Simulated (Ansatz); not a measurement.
Input file:

```yaml
crystal:
  periodic: [false, false, false]
  atoms:
    - {symbol: Se, position_ang: [0.000000, 0.000000, 0.000000]}
    - {symbol: Li, position_ang: [0.000000, 0.000000, 2.568200]}
basis:
  gaussian: {orbitals: "6-31G*"}
total_charge: 1
magnetization: {spin_polarized: false}
hamiltonian: {xc: hf}
output: {orbitals: {seedname: orbitals}}
```

```sh
$ ansatz run in.yaml --threads 1 --pin off --events-out ev --progress --plain --max-ram 2393MiB
```

Output:

```
472 factors; integrals over basis functions are off by at most 9.0e-4 eV
mean field evaluation 1: about -65489.6349 eV, gradient 1.4e1 eV
mean field evaluation 2: about -65489.6505 eV, gradient 1.4e1 eV
mean field evaluation 4: about -65490.0267 eV, gradient 5.4e-1 eV
mean field evaluation 8: about -65490.0278 eV, gradient 5.6e-4 eV
mean field evaluation 16: about -65489.4525 eV, gradient 1.6e0 eV
mean field evaluation 32: about -65490.0252 eV, gradient 6.7e-1 eV
mean field -65490.02778754 eV, -2406.7141304569 hartree, gradient 1.8e-5 eV, S^2 0.000000; 0 other end points of the search recorded, 0 dependent functions left out
reference -65490.02778754 eV, -2406.7141304569 hartree; 18, 18 occupied and 32, 32 virtual orbitals, 472 factors
Total energy: -65490.02778754 eV, -2406.7141304569 hartree
```

Ran on 1 thread of Arm Neoverse V2, shared host: 0.48 s wall, 0.08 GiB peak host memory.
